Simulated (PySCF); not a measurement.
How the method changes the constants of Si₂

State: ³Σg⁻ (triplet), unpaired electrons π ↑↑. Set-up: PySCF, no relativity, basis sets Si def2-TZVPPD. De refers to Si + Si in their high-spin ground configurations, without counterpoise correction. The functionals are run spin-unrestricted.

```json
{"Level": "UHF", "Re (Å)": "2.217", "ωe (cm⁻¹)": "576", "De (eV)": "1.84", "CPU s a point (SCF and correlation, without the integrals)": "1.8"}
{"Level": "UHF-MP2", "Re (Å)": "2.250", "ωe (cm⁻¹)": "522", "De (eV)": "3.07", "CPU s a point (SCF and correlation, without the integrals)": "2.8"}
{"Level": "UHF-SCS-MP2", "Re (Å)": "2.242", "ωe (cm⁻¹)": "534", "De (eV)": "2.92", "CPU s a point (SCF and correlation, without the integrals)": "n/a"}
{"Level": "UHF-CCSD", "Re (Å)": "2.246", "ωe (cm⁻¹)": "530", "De (eV)": "2.92", "CPU s a point (SCF and correlation, without the integrals)": "n/a"}
{"Level": "UHF-CCSD(T)", "Re (Å)": "2.260", "ωe (cm⁻¹)": "512", "De (eV)": "3.10", "CPU s a point (SCF and correlation, without the integrals)": "41"}
{"Level": "PBE", "Re (Å)": "2.284", "ωe (cm⁻¹)": "485", "De (eV)": "3.55", "CPU s a point (SCF and correlation, without the integrals)": "1.7"}
{"Level": "r²SCAN", "Re (Å)": "2.261", "ωe (cm⁻¹)": "510", "De (eV)": "3.40", "CPU s a point (SCF and correlation, without the integrals)": "2.2"}
{"Level": "TPSSh", "Re (Å)": "2.261", "ωe (cm⁻¹)": "510", "De (eV)": "3.35", "CPU s a point (SCF and correlation, without the integrals)": "3.1"}
{"Level": "PBE0", "Re (Å)": "2.253", "ωe (cm⁻¹)": "521", "De (eV)": "3.36", "CPU s a point (SCF and correlation, without the integrals)": "3.9"}
{"Level": "r²SCAN0", "Re (Å)": "2.240", "ωe (cm⁻¹)": "534", "De (eV)": "3.24", "CPU s a point (SCF and correlation, without the integrals)": "3.1"}
{"Level": "B97-3", "Re (Å)": "2.259", "ωe (cm⁻¹)": "512", "De (eV)": "3.40", "CPU s a point (SCF and correlation, without the integrals)": "2"}
{"Level": "MN15", "Re (Å)": "2.223", "ωe (cm⁻¹)": "532", "De (eV)": "3.44", "CPU s a point (SCF and correlation, without the integrals)": "3.1"}
{"Level": "M06-2X", "Re (Å)": "2.236", "ωe (cm⁻¹)": "535", "De (eV)": "3.53", "CPU s a point (SCF and correlation, without the integrals)": "3.1"}
{"Level": "LC-ωPBE", "Re (Å)": "2.205", "ωe (cm⁻¹)": "576", "De (eV)": "3.08", "CPU s a point (SCF and correlation, without the integrals)": "2.8"}
```

The bond length runs from 2.205 Å (LC-ωPBE) to 2.284 Å (PBE). De spans 1.84 eV (UHF, mean field) to 3.55 eV (PBE, GGA). Correlation at CCSD(T) changes the Hartree–Fock bond energy by +1.26 eV; the triples alone change it by +0.18 eV.

Correlated steps freeze 10 core orbitals. The state was picked by a PBE0 search and need not be the measured ground state.

The whole job (state search and all levels along the bond) took about 7 min on 2 threads of Intel Xeon Platinum 8175M @ 2.50GHz (shared host), peak memory 3.9 GiB.
